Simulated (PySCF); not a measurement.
**Atomic charges by several schemes**

H6N2Si.
Numbering: `[NH2:1][SiH2:2][NH2:3]` (hydrogens: H4, H5 on N1; H6, H7 on Si2; H8, H9 on N3)

Geometry (PBE0-D3(BJ)/def2-SVP, Å), atoms numbered from 1 in this order:
```xyz
9
H6N2Si angstrom
N     -1.3525    0.4025   -0.3466
Si     0.0010   -0.2925    0.4631
N      1.4145    0.0566   -0.4613
H     -1.5825    0.1479   -1.3001
H     -2.1753    0.6737    0.1776
H     -0.0915    0.2821    1.8473
H      0.0417   -1.7867    0.6069
H      2.2199   -0.5551   -0.4072
H      1.6844    1.0141   -0.6556
```

Density: PBE0/pcSseg-1 (PySCF); schemes: Mulliken, IAO, Hirshfeld and ESP-fitted. The structure is a single PBE0-D3(BJ)/def2-SVP conformer in the gas phase; no vibrational or solvent corrections.

Atoms with like bonding are taken together and averaged. At which atom do the 4 schemes differ most?

At Si2: from +0.380 (Hirshfeld) to +0.999 e (IAO), 0.619 e apart.

Do the Mulliken, IAO, Hirshfeld and ESP-fitted schemes agree on where the charge is highest?

All schemes agree: Mulliken Si2 (+0.820); IAO Si2 (+0.999); Hirshfeld Si2 (+0.380); ESP-fitted Si2 (+0.788).

For which atoms does the sign change between the 4 schemes (beyond +0.03 e in one, beyond −0.03 e in another)?

For none.

Tabulate the Mulliken, IAO, Hirshfeld and ESP-fitted charges.

In e; atoms taken as equivalent share a row and are averaged (×n: the atom named and its like, n in all):

```json
{"atom": "N1/N3", "environment": "silicon-bound nitrogen", "Mulliken": "-0.642", "IAO": "-0.843", "Hirshfeld": "-0.320", "ESP-fitted": "-0.925"}
{"atom": "Si2", "environment": "SiH2 silicon", "Mulliken": "+0.820", "IAO": "+0.999", "Hirshfeld": "+0.380", "ESP-fitted": "+0.788"}
{"atom": "H4/H5/H8/H9", "environment": "N–H hydrogen", "Mulliken": "+0.196", "IAO": "+0.262", "Hirshfeld": "+0.117", "ESP-fitted": "+0.353"}
{"atom": "H6/H7", "environment": "Si–H hydrogen", "Mulliken": "-0.159", "IAO": "-0.180", "Hirshfeld": "-0.103", "ESP-fitted": "-0.175"}
```

Mean size of the charges over all atoms: ESP-fitted 0.489 e, IAO 0.455 e, Mulliken 0.356 e, Hirshfeld 0.188 e. Each set sums to the total charge, 0, to within 0.001 e. The Hirshfeld scheme divides the density at each point in proportion to the densities of the neutral, spherically averaged free atoms.

How many electrons does the IAO scheme count on N3?

Its own charge is -0.843 e, so Z − q = 7.843.

Sum the charges by element, for elements with more than one atom.

| element | atoms | Mulliken | IAO | Hirshfeld | ESP-fitted |
| --- | --- | --- | --- | --- | --- |
| N | 2 | -1.285 | -1.686 | -0.640 | -1.850 |
| H | 6 | +0.465 | +0.687 | +0.260 | +1.063 |

These values come from a run that also computed NMR shieldings. Hardware: one thread of an Arm Neoverse V1, shared host. Cost: 4.1 s, 0.40 GiB resident at most.
